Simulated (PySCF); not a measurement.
Species, as SMILES: N#N (N2).
Geometry (B3LYP-D3(BJ)/def2-TZVP, fixed):
```xyz
2

N      0.0000     0.0000    -0.5454
N      0.0000     0.0000     0.5454
```

Basis-set convergence of the lowest singlet excitation energy at PBE with PySCF. Tamm-Dancoff approximation; the state is taken by its order, and sets in which it differs in degeneracy or brightness are left out, yet its character can still change. All functions are spherical. Density fitting with generated auxiliary sets. No added dispersion term, no relativity. Reference: the value in d-aug-cc-pVTZ, 9.303 eV, itself unsure by roughly 0.003 eV (its mean distance from aug-pcseg-3, aug-cc-pVQZ, aug-pcseg-2). Deviations are taken from unrounded values.

```csv
basis,functions
def2-SVP,28
6-31+G*,36
6-311+G**,44
aug-pcseg-1,46
"6-311++G(2d,2p)",54
def2-TZVPP,62
"6-311++G(3df,3pd)",78
aug-pcseg-2,92
def2-QZVPP,114
aug-pcseg-3,170
```

Question: Which is the smallest set listed that can be trusted to 0.05 eV here, that is, within that of the reference together with its larger relatives (same family, alike in diffuse functions; a set with none to test it counts only in the reference's own line)?

Answer: The smallest set listed that lies within 0.05 eV of the reference with all its larger relatives (same family, alike in diffuse functions; a set with none counts only in the reference's own line) is 6-31+G* (36 functions, 0.001 eV off). Inside, with no larger relative to test it: def2-QZVPP. Value minus reference: def2-SVP 0.140, 6-31+G* 0.001, 6-311+G** 0.018, aug-pcseg-1 0.027, 6-311++G(2d,2p) 0.038, def2-TZVPP 0.061, 6-311++G(3df,3pd) 0.005, aug-pcseg-2 -0.003, def2-QZVPP 0.016, aug-pcseg-3 -0.004 eV.
